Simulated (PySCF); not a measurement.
# SiN: from the state search to spectroscopic constants

An exercise on one series of results from a longer session: the logs are not shown, and one member is left open.

Method: Si cc-pV(D+d)Z, N cc-pVDZ, no relativity; program: PySCF 2.14.0.

Set-up of the first run:

The job is set up so:

* atoms: Si, N
* charge: 0
* basis: Si cc-pV(D+d)Z, N cc-pVDZ
* Hamiltonian: no relativity
* basis functions: 37
* electrons treated: 21
* masses in u: 27.9769, 14.0031
* levels: PBE0, PBE, r²SCAN, B3LYP, MN15, M06, HF, MP2, SCS-MP2, CCSD, CCSD(T)
* grid: 80 radial by 434 angular points
* occupations: held fixed by the projection of orbital angular momentum
* dissociation limit: Si + N, each in its ground configuration
* starting distance in angstrom: 1.770
* values of 2S to try: 1, 3, 5

Started as:

```bash
OMP_NUM_THREADS=1 python dia.py task.json out
```

Steps of the session up to this table: Input; PBE0 along the bond; Other states along the same grid; PBE (GGA); r²SCAN; B3LYP (global hybrid GGA); MN15; M06 (hybrid meta-GGA); ROHF; Adding correlation.

One of the session's tables, all rows but one given; the rest of the session is left out.

Energy (eV) from each level's lowest point:

```
R (Å)   ROHF  ROHF-MP2  ROHF-SCS-MP2  ROHF-CCSD  ROHF-CCSD(T)
1.352  1.419     2.037         2.001        n/a           n/a
1.415  0.552     1.007         0.977      0.895         0.988
1.478  0.115     0.394         0.373      0.312         0.373
1.525  0.000     0.141         0.125      0.086         0.122
1.572      ?         ?             ?          ?             ?
1.619  0.156     0.000         0.000      0.022         0.000
1.682  0.459     0.092         0.103      0.178         0.113
1.761  0.980     0.332         0.360      0.514         0.389
1.855  1.732     0.723         0.772      1.040         0.836
1.981  2.829     1.293         1.375        n/a           n/a
```

**Question.** Estimate the row for R (Å) = 1.572.

Worked estimate for «ROHF». A straight line through the neighbours (1.525, 0.000) and (1.619, 0.156) gives 0.000 + (0.156 − 0.000) × (1.572 − 1.525) / (1.619 − 1.525) = 0.078; a parabola fitted to 4 rows on both sides gives 0.027.

**Answer.** ROHF: 0.024; ROHF-MP2: 0.019; ROHF-SCS-MP2: 0.011; ROHF-CCSD: 0.000; ROHF-CCSD(T): 0.008. In «ROHF» the line misses by +0.054 and the parabola by +0.003.

State 2 has its PBE0 minimum 0.15 eV higher. State 3 has its PBE0 minimum 2.36 eV higher. The other levels ran on the lowest alone.
